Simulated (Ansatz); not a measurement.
Geometry optimisation, Ansatz, RKS PBE/def2-SVP.

Input:

```yaml
crystal:
  periodic: [false, false, false]
  atoms:
    - { symbol: Al, position_ang: [-0.059033, -0.469068, -0.536796] }
    - { symbol: C, position_ang: [-0.039153, -0.250789, 2.62021] }
    - { symbol: H, position_ang: [-1.022459, -0.274058, 3.125848] }
    - { symbol: H, position_ang: [0.751017, -0.613562, 3.304914] }
    - { symbol: H, position_ang: [0.194041, 0.790959, 2.321178] }
    - { symbol: H, position_ang: [1.365936, 0.170116, -0.890844] }
    - { symbol: H, position_ang: [-1.41114, 0.337548, -0.832516] }
    - { symbol: H, position_ang: [-0.132408, -1.890826, 0.128729] }
    - { symbol: H, position_ang: [-0.075001, -0.944019, 1.744975] }
basis:
  gaussian: { orbitals: def2-SVP }
hamiltonian:
  xc: pbe
relax:
  f_tol: 0.03
  max_steps: 50
```

Command:

```bash
$ ansatz run input.yaml --threads 2 --pin off --max-ram 3072MiB --backend cpu --events-out ev --progress --plain --runs-dir out
```

Question: Where does it end, and by what steps?

Answer: The run converged. After 8 steps the energy has fallen by 0.162 eV; H8 moved furthest, 0.49 Å.

```json
{"step": "0", "energy less start (eV)": "0.0000", "largest force component (eV/Å)": "0.522", "accepted": "yes"}
{"step": "1", "energy less start (eV)": "-0.0671", "largest force component (eV/Å)": "0.150", "accepted": "yes"}
{"step": "2", "energy less start (eV)": "-0.0893", "largest force component (eV/Å)": "0.306", "accepted": "yes"}
{"step": "3", "energy less start (eV)": "-0.1137", "largest force component (eV/Å)": "0.186", "accepted": "yes"}
{"step": "4", "energy less start (eV)": "-0.1459", "largest force component (eV/Å)": "0.209", "accepted": "yes"}
{"step": "5", "energy less start (eV)": "-0.1578", "largest force component (eV/Å)": "0.094", "accepted": "yes"}
{"step": "6", "energy less start (eV)": "-0.1581", "largest force component (eV/Å)": "0.118", "accepted": "yes"}
{"step": "7", "energy less start (eV)": "-0.1621", "largest force component (eV/Å)": "0.049", "accepted": "yes"}
{"step": "8", "energy less start (eV)": "-0.1624", "largest force component (eV/Å)": "0.009", "accepted": "yes"}
```

```xyz
9
Properties=species:S:1:pos:R:3
Al -0.048 -0.479 -0.282
C -0.048 -0.235 2.474
H -0.999 -0.089 3.017
H 0.795 -0.376 3.175
H 0.157 0.670 1.866
H 1.382 0.228 -0.433
H -1.391 0.389 -0.388
H -0.140 -2.081 -0.318
H -0.136 -1.171 1.875
```

Run time: 3 s on 2 threads of AMD EPYC 9R45 96-Core Processor (Zen 5), with other jobs on the host, peak memory 0.14 GiB.
